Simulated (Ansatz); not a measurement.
Computed with Ansatz on PBE0-D4/def2-TZVP structures; ΔE is electronic, products minus reactants. CCSD(T)/CBS is the MP2 limit (def2-TZVPP, def2-QZVPP) plus CCSD(T) − MP2 in def2-TZVPP, frozen cores. This one scheme is used for every species. Functionals use def2-TZVPP. HSE06 is defined as in plane-wave codes.

`ClC=C(Cl)Cl` + H–F → `FC=C(Cl)Cl` + HCl  (substitution at a C–Cl bond)

```csv
level,ΔE (kJ/mol)
revPBE-D4,27.9
r2SCAN,18.5
HSE06,21.1
BHLYP,11.9
```

Task: What does CCSD(T)/CBS give? (An estimate is asked.)

Result: The calculation gave: +31.7 kJ/mol. The listed levels differ from it by -3.8, -13.2, -10.6, -19.8 kJ/mol.

Task: What do rigid-rotor, harmonic-oscillator terms from PBE0-D4/def2-TZVP frequencies (298.15 K, 1 bar) make of the CCSD(T)/CBS value? (An estimate is asked.)

Result: The calculation gave: ΔZPE = -2.8 kJ/mol, ΔH = +28.2 kJ/mol, ΔS = 3 J/(mol·K), ΔG = +27.3 kJ/mol.

Largest T1 diagnostic among the species: 0.011.

In def2-TZVPP, CCSD(T) changes the Hartree–Fock value by +21.1 kJ/mol (the triples alone add +3.7 kJ/mol) and MP2 by +35.8 kJ/mol. At CCSD(T), def2-SVP lies −26.5 kJ/mol from the extrapolated value and def2-TZVPP −7.1 kJ/mol.
